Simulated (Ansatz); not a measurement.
Geometry optimisation, RKS B3LYP/def2-SVP (Ansatz).

Input:

```yaml
crystal:
  periodic: [false, false, false]
  atoms:
    - { symbol: B, position_ang: [0.0, 0.0, 0.0] }
    - { symbol: Cl, position_ang: [0.0, 0.0, 2.21] }
    - { symbol: H, position_ang: [1.0305, 0.0, -0.595] }
    - { symbol: F, position_ang: [-1.1431, 0.0, -0.66] }
    - { symbol: H, position_ang: [0.0623, -1.4126, 0.4698] }
    - { symbol: H, position_ang: [0.0555, -1.258, 1.3665] }
basis:
  gaussian: { orbitals: def2-SVP }
hamiltonian:
  xc: b3lyp
relax:
  f_tol: 0.15
  max_steps: 25
  restrain:
    - { distance: [0, 4], at: 2.39, k: 30.0 }
    - { distance: [5, 1], at: 2.57, k: 30.0 }
    - { distance: [0, 1], at: 1.86, k: 30.0 }
    - { distance: [5, 4], at: 0.66, k: 30.0 }
```

Launched with:

```bash
$ ansatz run input.yaml --threads 1 --pin off --max-ram 2048MiB --backend cpu --events-out ev --progress --plain --runs-dir out
```

Where does it end, and by what steps?

The forces met the threshold. The restraints hold the end off the free minimum. After 7 steps the energy has fallen by 2.483 eV (the restraints' own energy left out); Cl2 moved furthest, 0.72 Å. Parted: Cl2–H6.

| step | energy less start (eV) | largest force component (eV/Å) | accepted |
| --- | --- | --- | --- |
| 0 | 0.0000 | 3.428 | yes |
| 1 | -0.5916 | 2.098 | yes |
| 2 | -1.0188 | 4.391 | yes |
| 3 | -1.8047 | 3.133 | yes |
| 4 | -2.3734 | 2.590 | yes |
| 5 | -2.4351 | 1.709 | yes |
| 6 | -2.4311 | 1.174 | no |
| 7 | -2.4835 | 1.513 | yes |

```xyz
6
Properties=species:S:1:pos:R:3
B -0.007 0.257 0.146
Cl -0.049 0.658 1.923
H 1.038 0.180 -0.430
F -1.148 0.138 -0.489
H 0.054 -2.111 0.500
H 0.118 -1.793 1.141
```

Time of the run: 16 s on 1 thread of Arm Neoverse V1, on a shared host, peak memory 0.13 GiB.
